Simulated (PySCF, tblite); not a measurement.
Compound: C5H9O (charge -1).
Numbering: `[CH2:1]=[CH:2][CH2:3][C@H:4]([CH3:5])[O-:6]` (hydrogens: H7, H8 on C1; H9 on C2; H10, H11 on C3; H12 on C4; H13, H14, H15 on C5)

Computed geometry: GFN2-xTB, gas phase.

(1) What internal coordinates does the optimisation give?

## Answers

(1) 
```tsv
bond	length (Å)
C1=C2	1.335
C2–C3	1.461
C3–C4	1.640
C4–C5	1.563
C4–O6	1.293
C1–H7	1.081
C1–H8	1.079
C2–H9	1.088
C3–H10	1.091
C3–H11	1.091
C4–H12	1.146
C5–H13, C5–H14, C5–H15	1.090
```

Bonds in one row agree within 0.01 Å and their mean is given. A selection of angles:
```tsv
angle	degrees
C2–C1–H7	122.4
C2–C1–H8	121.6
H7–C1–H8	116.0
C1–C2–C3	126.1
C1–C2–H9	118.2
C3–C2–H9	115.5
C2–C3–C4	114.0
C2–C3–H10	111.3
C2–C3–H11	111.9
C4–C3–H10	103.5
C4–C3–H11	106.3
H10–C3–H11	109.2
C3–C4–C5	105.9
C3–C4–O6	111.8
C3–C4–H12	103.2
C5–C4–O6	115.5
C5–C4–H12	105.2
O6–C4–H12	114.2
C4–C5–H13	108.9
C4–C5–H15	111.3
H13–C5–H14	108.3
H13–C5–H15	109.2
```

Torsions: C1–C2–C3–C4 106° (anticlinal); C2–C3–C4–C5 -61° (synclinal).

Of the pairs four or more bonds apart, C2···H15 is among the closest relative to their van der Waals radii: 2.65 Å, 91 % of the sum of Bondi's values. C1 (terminal =CH2 carbon) is planar (angles 122.4°, 121.6° and 116.0°, sum 360.0°, 0.00 Å off the plane of its three neighbours). The 4 C–C bonds span 1.335 Å (C1=C2, drawn double) to 1.640 Å (C3–C4, drawn single), a spread of 0.305 Å. C2 (alkene CH carbon) is planar (angles 126.1°, 118.2° and 115.5°, sum 359.9°, 0.03 Å off the plane of its three neighbours).

Point group: C1 (no symmetry element, even within 0.4 Å). Its GFN2-xTB frequencies are all real (lowest 62 cm⁻¹). 3 starts were optimised and ended at 0.00, 1.14 and 1.27 kcal/mol (GFN2-xTB); the lowest of these is shown.

One conformer stands for the species.
